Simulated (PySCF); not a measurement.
SiH4, SMILES [SiH4].

The structure is a stationary point at ωB97X-D3(BJ)/def2-TZVPD. The isomer is the one that the SMILES or the coordinates give; other isomers of the formula were not compared.

These are TDA-B3LYP/def2-TZVPD run with PySCF values and carry that method's errors.

Vertical excitations; the highest root listed may be one member of a degenerate set. Isolated molecule, no solvent. State labels are in the subgroup D2.

Computed UV-visible absorptions:
```tsv
state	symmetry	energy (eV)	λ (nm)	f	main pairs
S1	B1	8.88	140	0.128	HOMO−2→LUMO (degenerate set)
S2	B2	8.88	140	0.128	HOMO−1→LUMO (degenerate set)
S3	B3	8.88	140	0.128	HOMO→LUMO (degenerate set)
S4	B2	9.00	138	0.000	HOMO→LUMO+1, HOMO−2→LUMO+3 (degenerate set)
S5	B3	9.00	138	0.000	HOMO−1→LUMO+1, HOMO−2→LUMO+2 (degenerate set)
S6	B1	9.00	138	0.000	HOMO→LUMO+2, HOMO−1→LUMO+3 (degenerate set)
S7	A	9.22	134	0.000	HOMO−2→LUMO+1, HOMO−1→LUMO+2, HOMO→LUMO+3 (degenerate set)
S8	A	9.22	134	0.000	HOMO→LUMO+3, HOMO−1→LUMO+2 (degenerate set)
S9	A	9.55	130	0.000	HOMO→LUMO+3 33 %, HOMO−1→LUMO+2 33 %, HOMO−2→LUMO+1 33 %
S10	B2	9.86	126	0.229	HOMO−2→LUMO+3 36 %, HOMO→LUMO+1 36 %, HOMO−1→LUMO+4 16 %, HOMO−1→LUMO+5 5 %
T1	B3	8.32	149	0	HOMO→LUMO, HOMO−1→LUMO+1, HOMO−2→LUMO+2 (degenerate set)
T2	B2	8.32	149	0	HOMO−1→LUMO, HOMO→LUMO+1, HOMO−2→LUMO+3 (degenerate set)
T3	B1	8.32	149	0	HOMO−2→LUMO, HOMO→LUMO+2, HOMO−1→LUMO+3 (degenerate set)
T4	A	8.36	148	0	HOMO−2→LUMO+1 32 %, HOMO−1→LUMO+2 32 %, HOMO→LUMO+3 32 %
```
Triplets are in the Tamm–Dancoff approximation.
